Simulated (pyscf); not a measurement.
PySCF, gas phase, ωB97X-D3(BJ)/def2-SVP geometries.

Task: Estimate the classical barrier height and the reaction energy of •HC=C(F)–F + HF → F–CH₂–C•(F)–F at ωB97M-D3(BJ)/def2-TZVP. The step runs on the doublet surface, breaks F–H and forms C–H, C–F; take the separated reactants as zero.

Result: ΔE‡ = 11.8 kcal/mol, ΔE = -32.6 kcal/mol. Zero-point energy shifts the barrier by -0.4 kcal/mol. It is an insertion, with an imaginary mode of 1125i cm⁻¹. F–CH₂–C•(F)–F lies 14.8 kcal/mol over its isomer •H₂C–C(F)(F)–F, and others may lie lower still (electronic energy, ωB97M-D3(BJ)). This is the saddle that the search found; another between the same sides may lie lower.
